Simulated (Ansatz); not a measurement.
A calculation with Ansatz (development build ahead of 0.2.0).

```yaml
crystal:
  periodic: [false, false, false]
  atoms:
    - { symbol: S, position_ang: [0.0, 0.0, 0.0] }
    - { symbol: O, position_ang: [0.0, 0.0, 2.98] }
basis:
  gaussian: { orbitals: "6-31G" }
magnetization:
  spin_polarized: true
hamiltonian:
  xc: hf
scf:
  omitted_lower_state_checks: [stability, starts, atomic_configurations, cluster_reference, orbital_swaps, given_window_search, neighbouring_geometries, increment]
output:
  forces: true
```

The input is written out in the form of the current development build from the run's settings.

Output:

```json
{"Converged": "yes", "Total energy": "-472.05248 hartree", "Spin squared of the determinant": "0.000"}
```

Forces (eV/Å):
| atom | Fx | Fy | Fz |
| --- | --- | --- | --- |
| S1 | 0.000 | 0.000 | 0.280 |
| O2 | 0.000 | 0.000 | -0.280 |

This is not the lowest solution: another run reaches a determinant 5.41 eV lower. Caution: another spin multiplicity may lie lower.
